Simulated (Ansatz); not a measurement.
Results of PBE in Ansatz (plane waves, PAW) for 1T (CdI2-type) SnS₂.

Rigid layers of the crystal as relaxed at this level are moved apart or together:

```tsv
run	k mesh	layer repeat (Å)	energy against free layers (meV/Å²)	gap on the mesh (eV)
1	12×12×6	5.6	8.21	0.928
2	12×12×6	5.75	5.17	1.107
3	12×12×6	5.9	3.06	1.278
4	12×12×6	6.1	1.28	1.437
5	12×12×6	6.4	-0.05	1.516
6	12×12×6	6.9	-0.61	1.535
7	12×12×4	7.9	-0.34	1.563
8	12×12×4	9.9	-0.02	1.574
```

The lowest energy of these points lies at a layer repeat of 6.90 Å.

Spin–orbit coupling is not included.

Note: the cell comes from a level without a dispersion term, which matters for the spacing of layers, chains or molecules.

Ansatz is a program for electronic structure.
